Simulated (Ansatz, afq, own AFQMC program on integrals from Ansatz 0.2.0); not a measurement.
# C₂H (doublet): quantum Monte Carlo beside coupled cluster at distance C1–C2 = 0.956 Å, 6-31G

One table from this session's results is given with a row withheld; the runs are named, their logs left out.

The runs use Ansatz 0.2.0, Gaussian basis, and an in-house AFQMC program (afq) on its integrals; all values are calculated; 6-31G, frozen cores.

To be run: Full CI; PBE (unrestricted); r2SCAN (unrestricted); PBE0 (unrestricted); B3LYP (unrestricted); wB97M-V (unrestricted); B2PLYP (unrestricted); CCSD(T) on ROHF; Full CI; Full CI (quartet); CCSDT(Q) on ROHF; CCSDTQ on ROHF; Phaseless AFQMC, CISD trial on ROHF; Free-projection AFQMC, CISD trial on ROHF; CCSD(T) on UHF; Full CI; CCSDT(Q) on UHF; CCSDTQ on UHF; Phaseless AFQMC, CISD trial on UHF; Free-projection AFQMC, CISD trial on UHF.

10 further runs of the same task are left out: 1 for a known fault of the program, 9 that didn't finish.

**What is computed**

The geometry derives from a PBE0/def2-TZVP stationary point (not a proven minimum). One bond is set to the value named and the two fragments are kept rigid.

3 atoms, charge 0, spin multiplicity 2.

Atoms are counted from 1 here; the program's logs count them from 0.

Bond lengths: C1–C2 0.956 Å, C1–H3 1.066 Å. Angles: C2–C1–H3 180.0°.

The first run:

Contents of in.yaml:

```yaml
crystal:
  periodic: [false, false, false]
  atoms:
    - {symbol: C, position_ang: [0.000000, 0.000000, -0.036672]}
    - {symbol: C, position_ang: [0.000000, 0.000000, -0.992672]}
    - {symbol: H, position_ang: [0.000000, 0.000000, 1.029345]}
basis:
  gaussian: {orbitals: 6-31G}
magnetization: {spin_polarized: false, initial_magnetization: 1}
correlation: {method: fci, electrons: outside_noble_gas}
```

Launch:

```console
$ ansatz run in.yaml --threads 1 --pin off --events-out ev --progress --plain --max-ram 16896MiB --backend cuda --devices 0, --max-vram 18GiB
```

Among the steps run: Full CI; PBE (unrestricted); r2SCAN (unrestricted); PBE0 (unrestricted); B3LYP (unrestricted); wB97M-V (unrestricted); B2PLYP (unrestricted); CCSD(T) on ROHF; Full CI (quartet); CCSDT(Q) on ROHF; CCSDTQ on ROHF; Phaseless AFQMC, CISD trial on ROHF; Free-projection AFQMC, CISD trial on ROHF (settings varied); CCSD(T) on UHF; CCSDT(Q) on UHF; CCSDTQ on UHF; Phaseless AFQMC, CISD trial on UHF; Free-projection AFQMC, CISD trial on UHF (settings varied).

One of the session's tables, all rows but one given; the rest of the session is left out.

On the ROHF determinant, counted from full CI (exact for this spin and basis):

```
                                                level  from full CI (kJ/mol)
                                                   HF                 +406.2
                                                  MP2                      ?
                                                 CCSD                   +9.9
                                              CCSD(T)                   +1.9
                                             CCSDT(Q)                   +0.1
                                               CCSDTQ                   +0.1
                                              full CI                    0.0
Phaseless AFQMC, CISD trial, step 0.005, 4000 walkers                   +0.7
```

Estimate the missing values for MP2.

As computed: from full CI (kJ/mol): +58.2. In the column «from full CI (kJ/mol)» it lies between CCSD (+9.9) and HF (+406.2).

To keep in mind: On UHF the phaseless walk with the CISD trial lies +0.3 kJ/mol from CCSDTQ, within three error bars.
